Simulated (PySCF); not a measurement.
Diagnose this run.

A core-ionisation job on C4H7F, SMILES `CC/C=C\F`. Theory: delta-SCF UKS HF, pcX-2 on the ionised atom, pcseg-1 elsewhere, spin-free X2C in PySCF.

Driver input (Å, PBE0-D3(BJ)/def2-SVP geometry):

```
{"job": {"kind": "xps", "xc": "HF"}, "charge": 0, "multiplicity": 1}
C     -1.5812    -0.3344     0.1284
C     -0.4092     0.6309    -0.0286
C      0.8900     0.0528     0.4346
C      1.9247    -0.2405    -0.3477
F      1.9173    -0.0225    -1.6649
H     -2.5229     0.1282    -0.2044
H     -1.4220    -1.2470    -0.4658
H     -1.7120    -0.6409     1.1784
H     -0.3129     0.9397    -1.0805
H     -0.6172     1.5490     0.5488
H      1.0117    -0.1753     1.4984
H      2.8680    -0.6730    -0.0022
```

Output:

```
ground state, core basis on atom 0 (C), 136 functions
  cycle   1  E = -254.97390785  |g| = 5.16e-01
  cycle   2  E = -255.03722287  |g| = 2.46e-01
  cycle   3  E = -255.04874839  |g| = 6.53e-02
  cycle   4  E = -255.04995221  |g| = 1.33e-02
  cycle   5  E = -255.05001196  |g| = 3.82e-03
  cycle   6  E = -255.05001957  |g| = 1.15e-03
  cycle   7  E = -255.05002065  |g| = 5.61e-04
  cycle   8  E = -255.05002079  |g| = 1.41e-04
  E(ground) = -255.05002079 Eh
hole in C 1s of atom 0
  cycle   1  E = -243.82332642  |g| = 1.49e+00
  cycle   2  E = -244.18413654  |g| = 7.49e-01
  cycle   3  E = -244.36750053  |g| = 1.00e-01
  cycle   4  E = -244.37188922  |g| = 2.17e-02
  cycle   5  E = -244.37250229  |g| = 1.38e-02
  cycle   6  E = -244.37289551  |g| = 7.18e-03
  cycle   7  E = -244.37301922  |g| = 2.82e-03
  cycle   8  E = -244.37303499  |g| = 1.39e-03
  cycle   9  E = -244.37304053  |g| = 1.06e-03
  cycle  10  E = -244.37304531  |g| = 9.73e-04
  cycle  11  E = -244.37305195  |g| = 9.03e-04
  cycle  12  E = -244.37306375  |g| = 7.60e-04
  cycle  13  E = -244.37308490  |g| = 4.10e-04
  cycle  14  E = -244.37308999  |g| = 1.59e-04
  E(ion) = -244.37308999 Eh   <S^2> = 0.7954   hole on atom = 1.000   binding energy = 290.534 eV
ground state, core basis on atom 1 (C), 136 functions
  cycle   1  E = -255.05203276  |g| = 2.63e-02
  cycle   2  E = -255.05211060  |g| = 4.33e-03
  cycle   3  E = -255.05211511  |g| = 1.87e-03
  cycle   4  E = -255.05211611  |g| = 4.28e-04
  E(ground) = -255.05211611 Eh
hole in C 1s of atom 1
  cycle   1  E = -243.81348045  |g| = 1.50e+00
  cycle   2  E = -244.15979782  |g| = 7.77e-01
  cycle   3  E = -244.35982044  |g| = 1.13e-01
  cycle   4  E = -244.36532736  |g| = 2.61e-02
  cycle   5  E = -244.36589765  |g| = 1.57e-02
  cycle   6  E = -244.36631947  |g| = 8.93e-03
  cycle   7  E = -244.36652646  |g| = 3.27e-03
  cycle   8  E = -244.36655492  |g| = 1.84e-03
  cycle   9  E = -244.36656626  |g| = 1.62e-03
  cycle  10  E = -244.36657705  |g| = 1.53e-03
  cycle  11  E = -244.36659528  |g| = 1.42e-03
  cycle  12  E = -244.36663958  |g| = 1.13e-03
  cycle  13  E = -244.36669114  |g| = 5.87e-04
  cycle  14  E = -244.36669687  |g| = 2.39e-04
  E(ion) = -244.36669687 Eh   <S^2> = 0.8059   hole on atom = 1.000   binding energy = 290.765 eV
ground state, core basis on atom 2 (C), 136 functions
  cycle   1  E = -255.05322423  |g| = 2.82e-02
  cycle   2  E = -255.05332030  |g| = 5.19e-03
  cycle   3  E = -255.05332775  |g| = 2.19e-03
  cycle   4  E = -255.05332908  |g| = 4.15e-04
  E(ground) = -255.05332908 Eh
hole in C 1s of atom 2
  cycle   1  E = -243.81187706  |g| = 1.50e+00
  cycle   2  E = -244.11810780  |g| = 8.75e-01
  cycle   3  E = -244.36896499  |g| = 1.34e-01
  cycle   4  E = -244.37740128  |g| = 3.81e-02
  cycle   5  E = -244.37861520  |g| = 2.22e-02
  cycle   6  E = -244.37987846  |g| = 1.62e-02
  cycle   7  E = -244.38078951  |g| = 1.28e-02
  cycle   8  E = -244.38179547  |g| = 9.79e-03
  cycle   9  E = -244.38257458  |g| = 4.37e-03
  cycle  10  E = -244.38270536  |g| = 1.54e-03
  cycle  11  E = -244.38271221  |g| = 5.07e-04
  cycle  12  E = -244.38271279  |g| = 2.02e-04
  E(ion) = -244.38271279 Eh   <S^2> = 0.9445   hole on atom = 1.000   binding energy = 290.362 eV
ground state, core basis on atom 3 (C), 136 functions
  cycle   1  E = -255.05628281  |g| = 3.28e-02
  cycle   2  E = -255.05642545  |g| = 9.24e-03
  cycle   3  E = -255.05644262  |g| = 4.26e-03
  cycle   4  E = -255.05644702  |g| = 4.93e-04
  E(ground) = -255.05644702 Eh
hole in C 1s of atom 3
  cycle   1  E = -243.73534592  |g| = 1.49e+00
  cycle   2  E = -244.04462608  |g| = 8.93e-01
  cycle   3  E = -244.29343495  |g| = 1.43e-01
  cycle   4  E = -244.30314596  |g| = 4.55e-02
  cycle   5  E = -244.30475900  |g| = 2.47e-02
  cycle   6  E = -244.30614252  |g| = 1.65e-02
  cycle   7  E = -244.30697857  |g| = 1.24e-02
  cycle   8  E = -244.30780051  |g| = 9.07e-03
  cycle   9  E = -244.30836862  |g| = 3.69e-03
  cycle  10  E = -244.30846194  |g| = 1.46e-03
  cycle  11  E = -244.30846909  |g| = 7.77e-04
  cycle  12  E = -244.30847085  |g| = 3.84e-04
  E(ion) = -244.30847085 Eh   <S^2> = 0.9189   hole on atom = 1.000   binding energy = 292.467 eV
ground state, core basis on atom 4 (F), 136 functions
  cycle   1  E = -255.10531832  |g| = 3.94e-02
  cycle   2  E = -255.10542937  |g| = 8.71e-03
  cycle   3  E = -255.10544103  |g| = 4.88e-03
  cycle   4  E = -255.10544469  |g| = 7.30e-04
  cycle   5  E = -255.10544500  |g| = 1.76e-04
  E(ground) = -255.10544500 Eh
hole in F 1s of atom 4
  cycle   1  E = -228.77771447  |g| = 2.56e+00
  cycle   2  E = -229.44345447  |g| = 1.17e+00
  cycle   3  E = -229.67064208  |g| = 8.80e-02
  cycle   4  E = -229.67321618  |g| = 2.59e-02
  cycle   5  E = -229.67359720  |g| = 1.14e-02
  cycle   6  E = -229.67373992  |g| = 4.20e-03
  cycle   7  E = -229.67375669  |g| = 1.29e-03
  cycle   8  E = -229.67375981  |g| = 8.83e-04
  cycle   9  E = -229.67376250  |g| = 7.76e-04
  cycle  10  E = -229.67376597  |g| = 7.08e-04
  cycle  11  E = -229.67377252  |g| = 5.75e-04
  cycle  12  E = -229.67378223  |g| = 2.43e-04
  E(ion) = -229.67378223 Eh   <S^2> = 0.7637   hole on atom = 1.000   binding energy = 692.031 eV
```

The program numbers atoms from 0.

Q: Do all binding energies of this run deserve the same trust?

A: No. Every hole passed the driver's convergence checks (|g| < 5e-4, core orbital emptied to over 0.9), but ⟨S²⟩ is 0.944 for C1s on atom 2 and 0.919 for C1s on atom 3, against 0.75 for a pure doublet, so the unrestricted ion state holds higher spin components.

Q: What would you do next?

A: Recompute such holes with a restricted open-shell or spin-projected scheme and compare; until then these binding energies are doubtful.
